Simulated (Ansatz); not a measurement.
Task: a geometry optimisation of C₂H₂O, SMILES C1=CO1, with the Python package of Ansatz (0.2.0). Give the script and its output. Settings: B3LYP, 6-31G* basis, multiplicity 1.

```xyz
5

C    -0.5073   -0.2886   -0.2515
C     0.4840    0.3619    0.1993
O     0.3359   -0.9553    0.3835
H    -1.3977   -0.3463   -0.7579
H     1.1351    1.1546    0.3852
```

`c2h2o.py`:
```python
"""Minimum-energy structure of C2H2O."""

import itertools

import ansatz
from ase.data import atomic_numbers, covalent_radii
import numpy as np

GEOMETRY = """
C    -0.50730   -0.28860   -0.25150
C     0.48400    0.36190    0.19930
O     0.33590   -0.95530    0.38350
H    -1.39770   -0.34630   -0.75790
H     1.13510    1.15460    0.38520
"""


def main() -> None:
    mol = ansatz.Crystal.molecule()
    for line in GEOMETRY.strip().splitlines():
        symbol, *xyz = line.split()
        mol = mol.atom(symbol, [float(v) for v in xyz])

    calculation = mol.calculation()
    calculation = calculation.basis(gaussian="6-31G*")
    calculation = calculation.functional("b3lyp")
    symbols = [site.symbol for site in mol.cartesian_sites]
    start = np.array([site.position_ang for site in mol.cartesian_sites], dtype=float)
    def progress(event):
        if event["event"] == "relax_step":
            row = event["data"]
            print(f"step {row['step']:3d}  E = {row['lagrangian_ev']:.6f} eV  largest force component {row['allowed_force_max_ev_ang']:.4f} eV/A")


    rep = calculation.relax(force_tolerance=0.005, max_steps=100).session().plan().execute(on_event=progress).report
    end = np.array(rep["positions_ang"])

    print(f"E = {rep['free_energy_ev']:.6f} eV = {rep['free_energy_ev'] / 27.211386246:.7f} Ha")
    print("converged:", rep["converged"], " doubts:", rep["published_state_doubts"] or "none")

    # pairs closer than 1.2 times the sum of covalent radii, before or after
    radius = [covalent_radii[atomic_numbers[s]] for s in symbols]
    span = lambda where, i, j: np.linalg.norm(where[i] - where[j])
    bonded = [(i, j) for i, j in itertools.combinations(range(len(symbols)), 2) if min(span(start, i, j), span(end, i, j)) < 1.2 * (radius[i] + radius[j])]
    print("pair        before    after (A)")
    for i, j in bonded:
        print(f"{symbols[i]}{i}-{symbols[j]}{j}".ljust(10), f"{span(start, i, j):8.4f} {span(end, i, j):8.4f}")


if __name__ == "__main__":
    main()
```

```console
$ python c2h2o.py
step   1  E = -4147.111219 eV  largest force component 13.5014 eV/A
step   2  E = -4148.400638 eV  largest force component 5.4844 eV/A
step   3  E = -4148.297854 eV  largest force component 4.7499 eV/A
step   4  E = -4148.807228 eV  largest force component 0.6969 eV/A
step   5  E = -4148.808642 eV  largest force component 1.1451 eV/A
step   6  E = -4148.823383 eV  largest force component 0.7336 eV/A
step   7  E = -4148.833639 eV  largest force component 0.5144 eV/A
step   8  E = -4148.845400 eV  largest force component 0.2547 eV/A
step   9  E = -4148.870640 eV  largest force component 1.1642 eV/A
step  10  E = -4148.900265 eV  largest force component 0.7388 eV/A
step  11  E = -4148.907891 eV  largest force component 0.8429 eV/A
step  12  E = -4148.725266 eV  largest force component 2.6237 eV/A
step  13  E = -4148.977810 eV  largest force component 0.2707 eV/A
step  14  E = -4149.010150 eV  largest force component 0.2880 eV/A
step  15  E = -4149.021400 eV  largest force component 0.4007 eV/A
step  16  E = -4149.020250 eV  largest force component 0.4159 eV/A
step  17  E = -4149.028156 eV  largest force component 0.1306 eV/A
step  18  E = -4148.990182 eV  largest force component 0.8575 eV/A
step  19  E = -4149.027710 eV  largest force component 0.0980 eV/A
step  20  E = -4149.029564 eV  largest force component 0.0191 eV/A
step  21  E = -4149.029598 eV  largest force component 0.0204 eV/A
step  22  E = -4149.029628 eV  largest force component 0.0066 eV/A
step  23  E = -4149.029632 eV  largest force component 0.0066 eV/A
step  24  E = -4149.029633 eV  largest force component 0.0027 eV/A
E = -4149.029771 eV = -152.4740318 Ha
converged: True  doubts: none
pair        before    after (A)
C0-C1        1.2685   1.3708
C0-O2        1.2485   1.2632
C0-H3        1.0260   1.0962
C1-O2        1.3382   1.9612
C1-H4        1.0425   1.0908
```

What to keep in mind:
- Total energies depend on the basis set; only differences at equal settings carry meaning.
- The end point is the stationary point reached from this start; no frequency run checks that it is a minimum, and the basis set is modest.
- b3lyp holds the VWN-RPA fit, as in Gaussian; the form of ORCA and Turbomole is b3lyp5.
- The bonding changed during the relaxation, so the end is another isomer than the start names.
- Finished in 22 s on 1 thread of Arm Neoverse V2, on a shared host, peak memory 0.18 GiB.

(Lines on the test bed's own set-up are left out of the output.)
